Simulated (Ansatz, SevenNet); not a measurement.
## Bulk modulus B0 of zinc-blende HgS (metastable phase) at several levels of theory

No measured value is used here.

| level (code) | value (GPa) | cell (Å³/atom) |
|---|---|---|
| SevenNet-l3i5 | 49.4 | 27.08 |
| LDA (Ansatz) | 67.4 | 24.54 |
| PBE (Ansatz) | 50.3 | 26.88 |
| PBE+SOC (Ansatz) | 51.9 | 26.57 |
| PBEsol (Ansatz) | 60.3 | 25.36 |
| RPBE (Ansatz) | 43.0 | 28.06 |
| PBE-D3(BJ) (Ansatz) | 56.5 | 25.86 |
| PBE-D4 (Ansatz) | 56.7 | 25.86 |
| PBE0 (Ansatz) | 60.2 | 25.92 |
| Hartree–Fock (Ansatz) | 58.0 | 27.85 |

Density-functional levels without +SOC have no spin–orbit coupling. RPBE, Hartree–Fock: the cell is over a tenth larger than the published one: the level's own overestimate first of all, though another phase or state, or a fault of the published cell, is possible. Each level is taken at its own relaxed cell. Cutoffs and k meshes differ between the levels. Ansatz's density-functional and Hartree–Fock values are scalar-relativistic unless marked +SOC, with PAW data made under PBE.

Machine-learned potentials (SevenNet-l3i5) are trained on DFT data: a solid inside that data is no test of them.

Ansatz is a program for electronic structure.
